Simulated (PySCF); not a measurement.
# SiH3F

SiH3F is a small molecule, neutral, singlet. The structure was relaxed in the gas phase by PBE0-D3(BJ)/def2-SVP. No frequency run checks that it is a minimum.

SMILES: F[SiH3]

Coordinates in Å:
```
Si1    -0.042   -0.001   -0.005
F2      1.569   -0.053   -0.212
H3     -0.512    1.382   -0.294
H4     -0.672   -0.970   -0.943
H5     -0.350   -0.370    1.404
```

Shieldings: GIAO PBE0/pcSseg-2. Shifts are against computed references at the same level: H TMS (σ 31.24 ppm), Si TMS (σ 341.3 ppm). Core levels by delta-SCF with SCAN, pcX-2 on the ionised atom and pcseg-1 elsewhere, spin-free X2C (2p3/2 is the spin-free 2p value less a third of a first-order spin-orbit splitting); from the vacuum level, for chosen atoms.

(1) Give the NMR and core-level values of the distinct atoms.

(2) By CAM-B3LYP/def2-SVPD (TDDFT singlets, Tamm-Dancoff triplets, ionisation by delta-SCF), where does absorption start, and what does vertical ionisation take?

## Answers

(1) 
```
   atoms  bonded to  σ (ppm)  δ (ppm)  core level (eV)
     Si1  1 F + 3 H    357.4    -16.1     2p3/2 108.50
      F2       1 Si    410.8        -        1s 692.60
H3 H4 H5       1 Si    26.03     5.21                -
```

Values are those of this one static structure, with the three H of a rotating XH3 group averaged; atoms that internal rotation interchanges would show their mean in an NMR spectrum.

(2) The lowest singlet lies at 8.09 eV (f 0.005), the strongest of the first 6 at 9.43 eV (f 0.138), the lowest triplet at 7.54 eV; vertical ionisation takes 12.68 eV.
